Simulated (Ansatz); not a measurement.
## KBiP₂Se₆ (P2₁/c, No. 14; cell taken from a computed entry)

Method: PBEsol in Ansatz (PAW).

Run with plane-wave cutoff 520 eV, 4×6×4 k mesh (along the axes of the cell as run), Fermi–Dirac smearing 0.01 eV, scalar-relativistic PAW data made under PBE.

Cell (relaxed with PBEsol):

BiKP2Se6 is modelled in the monoclinic space group P2₁/c (No. 14), Pearson symbol mP40. Cell: a = 12.3189 Å, b = 7.4880 Å, c = 12.3521 Å, α = 90.00°, β = 110.76°, γ = 90.00°. K on 4e has 7 Se at 3.260–3.393 Å and 1 Se at 4.006 Å (no clear gap to further neighbours). Bi on 4e sees 6 Se at 2.884–3.092 Å. P1 on 4e is surrounded by 3 Se at 2.178–2.230 Å and 1 P at 2.252 Å (tetrahedral). P2 on 4e is coordinated by 3 Se at 2.165–2.224 Å and 1 P at 2.252 Å (tetrahedral). Se1 on 4e is surrounded by 1 P at 2.224 Å and 1 Bi at 2.933 Å and 1 K at 3.260 Å (trigonal pyramidal). Se2 on 4e is surrounded by 1 P at 2.165 Å and 3 K at 3.333–3.342 Å. Se3 on 4e is surrounded by 1 P at 2.207 Å and 1 Bi at 2.899 Å and 2 K at 3.300–3.393 Å. Se4 on 4e is surrounded by 1 P at 2.217 Å and 2 Bi at 3.033–3.048 Å and 1 K at 4.006 Å. 2 further independent sites are not listed. (Neighbours: up to the widest gap in distance over summed covalent radii, below 1.35, at either atom; cation-cation and far metal-metal contacts left out.)

For KBiP₂Se₆ (P2₁/c, No. 14; cell taken from a computed entry), the band gap is 1.53 eV and the smallest direct gap on the k points sampled is 1.57 eV. The Γ–Γ gap comes out as 1.65 eV.

Spin–orbit coupling is not included; with these elements it can move the gap by several tenths of an eV or more.

Ansatz is a first-principles code.
